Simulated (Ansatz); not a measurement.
# NaHS: small, medium and large basis sets

Aim: see how fast density functionals converge with the basis set for NaHS.

Method: one geometry, several basis sets; program: Ansatz 0.2.0, Gaussian basis.

The runs, in order: PBE0-D4/def2-SVP; ωB97M-V/def2-SVP; PBE0-D4/def2-QZVPP; ωB97M-V/def2-QZVPP; the functionals' def2-TZVPP values are taken from earlier runs.

## 1. The geometry

The geometry comes from an earlier relaxation with PBE0-D4 in a triple-zeta def2 set; it is a stationary point.

SMILES `[Na][SH]`, 3 atoms, charge 0, spin multiplicity 1.

Atoms are counted from 1 here; the program's logs count them from 0.

Bond lengths: Na1–S2 2.475 Å, S2–H3 1.345 Å. Angles: Na1–S2–H3 93.6°.

## 2. PBE0-D4 in def2-SVP

File in.yaml:

```yaml
crystal:
  periodic: [false, false, false]
  atoms:
    - {symbol: Na, position_ang: [1.522830, -0.206726, 0.802697]}
    - {symbol: S, position_ang: [-0.548052, 0.679303, -0.223381]}
    - {symbol: H, position_ang: [-0.985678, -0.537376, -0.592516]}
basis:
  gaussian: {orbitals: def2-SVP}
hamiltonian: {xc: pbe0, dispersion: d4}
output: {orbitals: {seedname: orbitals}}
```

The runs that follow: ωB97M-V in def2-SVP; PBE0-D4 in def2-QZVPP; ωB97M-V in def2-QZVPP.

Q: Predict the results of all the runs planned. Wanted: PBE0-D4: double and triple zeta above quadruple; ωB97M-V: double and triple zeta above quadruple.

**Answer**, as computed:

| quantity | value |
| --- | --- |
| PBE0-D4: double and triple zeta above quadruple | 5.99, 0.55 eV |
| ωB97M-V: double and triple zeta above quadruple | 5.96, 0.53 eV |

In words: For PBE0-D4 the step from double to triple zeta gains 5.44 eV and the next only 0.55 eV. Total energies overstate the basis error of differences, where much of it tends to cancel.
